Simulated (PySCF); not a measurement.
Species: C₃H₅FO.
Atom-mapped SMILES: `[OH:1][C@@H:2]1[CH2:3][C@@H:4]1[F:5]`

NICS = −σ at a ghost point: NICS(0) at the centroid of the ring atoms, NICS(1) 1 Å to either side along the normal of their mean plane, zz for the tensor component along that normal. Level: GIAO PBE0/pcSseg-1 (PySCF, non-relativistic, gas phase) on the PBE0-D3(BJ)/def2-SVP geometry, one conformer.

Ring bond lengths (Å), with Mayer bond orders in brackets: C2–C3 1.511 (0.92), C3–C4 1.492 (0.95), C4–C2 1.493 (0.94).

Task: What do the NICS probes read (ppm)?

Result: 
```tsv
ring	type	NICS(0)	NICS(1), two faces	NICS(1)zz, two faces	rms pucker (Å)	centre to ring atoms, mean (Å)
C2–C3–C4	3-membered carbocycle; formal bonds all single	-34.2	-10.2 / -6.0	-24.5 / -9.9	0.00	0.87
```

Task: What can be read from them?

Result: 
- C2–C3–C4: mean NICS(1)zz -17.2 ppm, shielded. C2, C3, C4 have four or more neighbours, and the NICS criterion for π rings isn't applied. The two faces differ by 14.6 ppm, so no symmetry operation interchanges them. NICS(0) lies 26 ppm below the mean NICS(1).

Task: List the ring angles and the Hirshfeld charges of the ring atoms.

Result: 
- C2–C3–C4: C2 59.6° (+0.019 e), C3 59.6° (-0.110 e), C4 60.8° (+0.036 e); sum 180.0° against 180° for a flat convex ring.

Task: How shielded are the nuclei of the rings and their hydrogens (means over atoms taken as equivalent)?

Result: 
| atoms | environment | σ isotropic (ppm) | principal values of the symmetric part, first atom (ppm) |
| --- | --- | --- | --- |
| C2 | carbinol carbon (C–OH) | 138.2 | 95.8, 119.0, 199.8 |
| C3 | three-membered-ring carbon | 168.9 | 143.2, 155.3, 208.2 |
| C4 | sp3 C–F carbon | 114.2 | 60.2, 88.6, 193.9 |
| H on C2 | methine hydrogen | 28.16 | 22.0, 26.7, 35.8 |
| H on C3 | methylene hydrogen | 30.54 | 25.4, 26.3, 40.0 |
| H on C3 | methylene hydrogen | 30.70 | 25.7, 29.1, 37.3 |
| H on C4 | methine hydrogen | 27.03 | 22.0, 25.8, 33.2 |

Task: How do the values depend on the level or the medium?

Result: 
```tsv
level	NICS(0), C2–C3–C4	mean NICS(1)zz, C2–C3–C4
PBE0/pcSseg-1, gas	-34.2	-17.2
WP04/pcSseg-2, gas	-33.2	-17.0
```

The geometry is the same throughout.

Conformer computed: `[OH:1][C@@H:2]1[CH2:3][C@@H:4]1[F:5]`: H–O1–C2–C3 76°.
